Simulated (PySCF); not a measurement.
Silicon: highly charged ions in a basis for the neutral atom

Si⁵⁺ [He] 2s2 2p5, Si⁶⁺ [He] 2s2 2p4. All numbers are calculated (PySCF 2.14, the spin-free X2C one-electron Hamiltonian (Gaussian nucleus), in x2c-SVPall (4s3p1d, 18 functions)). No spin-orbit coupling, so a gap to NIST mixes the basis error with missing relativistic terms.

Changed run: basis of the neutral atom used for a highly charged ion. This setting is unsound on purpose.

```json
{"species": "Si⁵⁺", "method": "UHF", "sound run (hartree)": "not run", "changed run (hartree)": "-279.52275", "converged": "yes"}
{"species": "Si⁵⁺", "method": "MN15", "sound run (hartree)": "not run", "changed run (hartree)": "-279.84671", "converged": "yes"}
{"species": "Si⁵⁺", "method": "LDA", "sound run (hartree)": "not run", "changed run (hartree)": "-278.67789", "converged": "yes"}
{"species": "Si⁶⁺", "method": "UHF", "sound run (hartree)": "not run", "changed run (hartree)": "-271.84753", "converged": "yes"}
{"species": "Si⁶⁺", "method": "MN15", "sound run (hartree)": "not run", "changed run (hartree)": "-272.09661", "converged": "yes"}
{"species": "Si⁶⁺", "method": "LDA", "sound run (hartree)": "not run", "changed run (hartree)": "-270.94462", "converged": "yes"}
```

Ionisation energy of Si⁵⁺:

```
method  changed run (eV)  NIST (eV)
   UHF            208.85     205.28
  MN15            210.89     205.28
   LDA            210.43     205.28
```

The contracted functions were made for the neutral atom and can be too rigid for a highly charged ion.
